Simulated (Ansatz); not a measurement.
C4H4O, singlet: CASSCF and its corrections

Calculated in Ansatz's Gaussian-basis code. Basis cc-pVDZ, nonrelativistic, 5 orbitals frozen in the corrections. State-specific CASSCF; RHF is the lowest restricted (open-shell) Hartree–Fock solution met. Letters tell apart solutions met in one space. Solutions may break the symmetry of the shape. No proof that the lowest CASSCF solution was found.

Geometry:

```xyz
9

O     0.3316    0.0000    1.0929
C     0.0000    1.0947    0.3480
C     0.0000   -1.0947    0.3480
C     0.0000    0.7132   -0.9622
C     0.0000   -0.7132   -0.9622
H     0.0000    2.0494    0.8511
H     0.0000   -2.0494    0.8511
H     0.0000    1.3708   -1.8197
H     0.0000   -1.3708   -1.8197
```

CASSCF less RHF, in eV, and natural occupations:

```
    CAS  CASSCF                   occupations
(6,5) a  -1.516  1.99, 1.98, 1.97, 0.04, 0.03
(6,5) b  -1.495  1.99, 1.94, 1.90, 0.10, 0.06
```

(1) What totals less RHF do the corrections give on each solution?

(2) In CAS(6,5), is the solution lowest in CASSCF also lowest after SC-NEVPT2?

(3) Roughly how much CPU time does a whole run from the default start take (median of such runs, summed over threads; nearly all runs on one pinned thread of a shared server, mostly Xeon at 2.3 to 2.6 GHz, by a development driver)?

Results:

(1) 

```tsv
CAS	SC-NEVPT2
(6,5) a	-18.748
(6,5) b	-19.390
```

(2) No: (6,5) b is lowest after SC-NEVPT2, 0.64 eV under (6,5) a, which leads in CASSCF.

(3) CAS(6,5) a: about 21 s. Other jobs ran beside these, and the count of passes differs.
